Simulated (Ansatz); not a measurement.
## HBS, singlet: the ladder up to full CI

Geometry: a point of a stretch scan, not a stationary point.

```xyz
3

B     0.0000    0.0000    0.1809
S     0.0000    0.0000   -1.4169
H     0.0000    0.0000    1.2359
```

Basis 6-31G; Ansatz 0.2.0. Only valence electrons are correlated (noble-gas cores frozen), which leaves 10 electrons in 18 orbitals. R marks a restricted (for open shells ROHF) determinant. Active spaces: valence = (10e, 9o) chosen from the atoms' valence shells; pair = (2e, 2o) about the gap.

Full CI is exact within this basis and frozen core; it isn't the basis-set limit.

The UHF ⟨S²⟩ is 0.000, the T1 diagnostic (RCCSD) is 0.0278 and the largest doubles amplitude (RCCSD) is 0.092.

Q: From what is known of these methods and the diagnostics, rank them by the size of their error in total energy against full CI in 6-31G, smallest first (an estimate: the text doesn't fix the numbers).
A. CISD
B. MRCISD (valence space)
C. MRCISD+Q (pair space)
D. RCCSD
E. RCCSDT

A: E (4 meV), B (29 meV), C (62 meV), D (172 meV), A (344 meV).

All errors are against full CI in 6-31G. Below it: RCCSDT. Within each family the higher level lies nearer, as is usual though not guaranteed.

The full-CI state has the irrep A1 of C2v, in the program's axes (one component, if the state is degenerate).

Natural occupations of full CI about the gap: 1.988 1.974 1.967 1.938 1.938 0.059 0.059 0.029 0.013 0.009; effectively unpaired electrons, Σ n²(2−n)², 0.07.
